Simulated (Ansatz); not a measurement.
System: C₂H₃O₂ (charge 0, doublet). It need not be the lowest isomer of its formula. 
Structure (B3LYP-D3(BJ)/def2-TZVP (Ansatz, a quantum-chemistry and plane-wave program) minimum search):
SMILES: [CH2]C(O)=O
```xyz
7

C      0.0433     0.0886    -0.0502
O      0.2842     1.1633    -0.5641
O     -1.1757    -0.2094     0.4758
H     -1.7337     0.5723     0.3459
C      0.9861    -0.9936     0.0729
H      0.7081    -1.9254     0.5416
H      1.9810    -0.8476    -0.3170
```
Charge 0, spin multiplicity 2.

Property: atomisation energy (electronic, to ground-state atoms), in eV. Correlated levels leave the core frozen unless marked. UHF or UKS for open shells. No spin-orbit coupling. No relativistic terms. The coupled-cluster limit lacks core correlation, which all-electron functionals hold. CBS(X,Y): correlation extrapolated as X^-3; Hartree-Fock from the larger set. The bracket is a focal-point correction in the basis named.

| level | program | atomisation energy (eV) |
|---|---|---|
| HF/STO-3G | Ansatz | 21.19 |
| HF/6-31G* | Ansatz | 20.65 |

Q: What does RI-MP2/CBS(cc-pVTZ,cc-pVQZ)+[CCSD(T)-MP2]/cc-pVTZ (Ansatz) give?

A: 30.19 eV
